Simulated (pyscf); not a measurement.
# Four-centre exchange: HO–BH–OH (SMILES OBO) + SiH₄ (SMILES [SiH4]) -> HO–SiH₃ (SMILES O[SiH3]) + H₂B–OH (SMILES BO)

Gas phase, singlet surface, charge 0. Bonds broken: O1–B2, Si7–H8. Bonds formed: O1–Si7, B2–H8. Structures and frequencies: ωB97X-D3(BJ)/def2-SVP in PySCF. Correlated levels are frozen-core, on RHF or UHF. ΔMP2 is the change of the MP2 total energy from the triple- to the quadruple-zeta basis.

Transition state (Å):

```xyz
11

O     -1.8760     0.6725     0.2804
B     -1.2375    -0.6144    -0.2366
O     -1.5385    -0.9544    -1.5437
H     -2.5705     0.5627     0.9431
H     -1.2388    -1.5260     0.5665
H     -1.6243    -0.1862    -2.1182
Si    -0.1046     1.3021     0.7570
H      0.0483    -0.0920    -0.1457
H     -0.0104     2.3373    -0.3016
H      1.2929     0.9812     1.2148
H     -0.7017     1.8172     2.0355
```

One imaginary mode, 362i cm⁻¹; descent along it reached the two sides named.

```json
[
 {"bond": "O1–B2", "change": "breaks", "reactant side (Å)": "1.372", "saddle": "1.527", "product side": "2.259"},
 {"bond": "Si7–H8", "change": "breaks", "reactant side (Å)": "1.493", "saddle": "1.668", "product side": "3.1"},
 {"bond": "O1–Si7", "change": "forms", "reactant side (Å)": "3.1", "saddle": "1.940", "product side": "1.687"},
 {"bond": "B2–H8", "change": "forms", "reactant side (Å)": "3.4", "saddle": "1.391", "product side": "1.218"}
]
```

Electronic energies relative to the separated reactants (eV):

```
level                             barrier  reaction energy  reverse barrier
--------------------------------  -------  ---------------  ---------------
ωB97X-D3(BJ)/def2-TZVP               1.20            +0.60             0.60
PBE/def2-TZVP                        1.16            +0.69             0.46
r²SCAN/def2-TZVP                     1.16            +0.67             0.50
B3LYP-D3(BJ)/def2-TZVP               1.32            +0.63             0.69
PBE0-D3(BJ)/def2-TZVP                1.13            +0.68             0.45
M06-2X/def2-TZVP                     1.23            +0.60             0.63
ωB97M-D3(BJ)/def2-TZVP               1.26            +0.63             0.63
HF/def2-TZVP                         1.95            +0.59             1.36
MP2/def2-QZVPP                       1.24            +0.55             0.69
CCSD/def2-TZVPP                      1.38            +0.61             0.78
CCSD(T)/def2-TZVPP                   1.30            +0.61             0.69
CCSD(T)/def2-TZVPP + ΔMP2(QZVPP)     1.29            +0.59             0.70
```

With CCSD(T)/def2-TZVPP + ΔMP2(QZVPP) energies and thermal terms (ideal gas, 1 atm, RRHO with modes under 100 cm⁻¹ raised to 100, one conformer, R ln 2 for chiral ones without a mode under 150 cm⁻¹), in eV:

| T (K) | ΔH‡ | ΔG‡ | ΔH | ΔG |
|---|---|---|---|---|
| 298 | 1.33 | 1.79 | +0.60 | +0.51 |
| 600 | 1.34 | 2.25 | +0.60 | +0.42 |
| 900 | 1.36 | 2.70 | +0.60 | +0.33 |
| 1200 | 1.38 | 3.15 | +0.60 | +0.24 |

The products may also form a dative adduct at H₂B–OH; it and routes through it were not searched. This is the saddle that the search found; another between the same sides may lie lower. The CCSD(T) − MP2 part came from Ansatz, without density fitting, on the same reference.
